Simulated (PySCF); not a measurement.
ethylamine (C₂H₇N), SMILES CCN. The structure is a stationary point at PBE-D3(BJ)/def2-TZVP. The values are those of a single conformer.

Computed equilibrium geometry at PBE-D3(BJ)/def2-TZVP (PySCF confirms it by a frequency run) as Cartesian coordinates in Å (one conformer of several):
```xyz
10

C      1.1858     0.4471     0.0185
C      0.0460    -0.5551    -0.1074
N     -1.2491     0.1305    -0.0021
H      2.1612    -0.0454    -0.1033
H      1.0906     1.2359    -0.7410
H      1.1780     0.9291     1.0090
H      0.1875    -1.3633     0.6402
H      0.0875    -1.0348    -1.0987
H     -2.0140    -0.5427    -0.0824
H     -1.3376     0.5556     0.9245
```
Charge 0, spin multiplicity 1.
